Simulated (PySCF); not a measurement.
## Mass spectrum arithmetic for `[NH3+][BH2-]O`

Species: `[NH3+][BH2-]O`.

Calculated for natural abundance.

Question: Find the molar and monoisotopic masses of BH6NO.

Answer: For BH6NO, with standard atomic weights, 1 × 14.007 + 1 × 10.810 + 1 × 15.999 + 6 × 1.008 = 46.864 g/mol. From the most abundant isotopes (14N, 11B, 16O, 1H), 1 × 14.003074 + 1 × 11.009305 + 1 × 15.994915 + 6 × 1.007825 = 47.0542 u.

Question: What cluster does the molecular ion M+• show when like nominal masses merge?

Answer: 
| nominal mass | m/z (centroid) | relative intensity |
| --- | --- | --- |
| 46 | 46.0573 | 24.8 |
| 47 | 47.0537 | 100.0 |
| 48 | 48.0535 | 0.5 |
| 49 | 49.0579 | 0.2 |

Cut off at 0.1 %. One electron mass, 0.00055 u, is taken off. Abundances used (%; other tables differ somewhat): 14N 99.632, 15N 0.368; 10B 19.9, 11B 80.1; 16O 99.757, 17O 0.038, 18O 0.205; 1H 99.9885, 2H 0.0115.

Question: What resolving power m/Δm just matches the spacing of the species with one 15N and with one 2H?

Answer: They lie 0.00924 u apart at mass 48.05, so m/Δm is about 5200.

Question: Elemental analysis, calculated?

Answer: N 29.89 %, B 23.07 %, O 34.14 %, H 12.91 %.

Question: Protons, neutrons, electrons, and exact less nominal mass of the monoisotopic species?

Answer: 26 protons, 21 neutrons and 26 electrons; 47.0542 − 47 = +0.0542 u.
